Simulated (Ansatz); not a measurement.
Input (CCSDT(Q)/aug-cc-pVQZ; Ansatz, an electronic-structure program):

Ansatz 0.2 input:
```yaml
crystal:
  periodic: [false, false, false]
  atoms:
    - {symbol: F, position_ang: [-0.00000000, -0.00000000, -0.09153811]}
    - {symbol: H, position_ang: [0.00000000, 0.00000000, 0.82384296]}
basis:
  gaussian:
    orbitals: aug-cc-pVQZ
magnetization: {spin_polarized: false}
correlation: {method: ccsdt_q, electrons: outside_noble_gas}
```

Output:

```
Functional definition: HF
integrals: 0.34 GiB planned
1413 factors; integrals over basis functions are off by at most 1.8e-7 eV
mean field: 0.34 GiB planned
mean field evaluation 1: about -2722.0462 eV, gradient 2.5e1 eV
mean field evaluation 2: about -2722.0462 eV, gradient 2.5e1 eV
mean field evaluation 4: about -2723.0017 eV, gradient 1.2e0 eV
mean field evaluation 8: about -2723.0062 eV, gradient 5.4e-5 eV
mean field evaluation 16: about -2723.0057 eV, gradient 3.4e-1 eV
mean field -2723.00622100 eV, -100.0686329018 hartree, gradient 1.5e-6 eV, S^2 0.000000; 0 other end points of the search recorded, 0 dependent functions left out
1 core orbitals not correlated
reference -2723.00622100 eV, -100.0686329018 hartree; 4, 4 occupied and 121, 121 virtual orbitals, 1413 factors
second order -8.19377555 eV of doubles, -0.00000000 eV of singles
coupled cluster: 2.06 GiB planned
cycle   1  -8.02636808 eV  change    1.7e-1 eV  update   5.5e-2
cycle   2  -8.28261232 eV  change   -2.6e-1 eV  update   2.8e-2
cycle   3  -8.42729949 eV  change   -1.4e-1 eV  update   8.0e-3
cycle   4  -8.40896314 eV  change    1.8e-2 eV  update   2.6e-3
cycle   5  -8.40022813 eV  change    8.7e-3 eV  update   9.4e-4
cycle   6  -8.39958244 eV  change    6.5e-4 eV  update   3.5e-4
cycle   7  -8.40023891 eV  change   -6.6e-4 eV  update   7.0e-5
cycle   8  -8.40035760 eV  change   -1.2e-4 eV  update   3.4e-5
cycle   9  -8.40030339 eV  change    5.4e-5 eV  update   8.4e-6
cycle  10  -8.40030175 eV  change    1.6e-6 eV  update   3.1e-6
cycle  11  -8.40029728 eV  change    4.5e-6 eV  update   1.2e-6
cycle  12  -8.40029771 eV  change   -4.3e-7 eV  update   4.7e-7
perturbative correction -0.00808292 eV, -0.0002970418 hartree
Total energy: -2731.41460163 eV, -100.3776351904 hartree
```
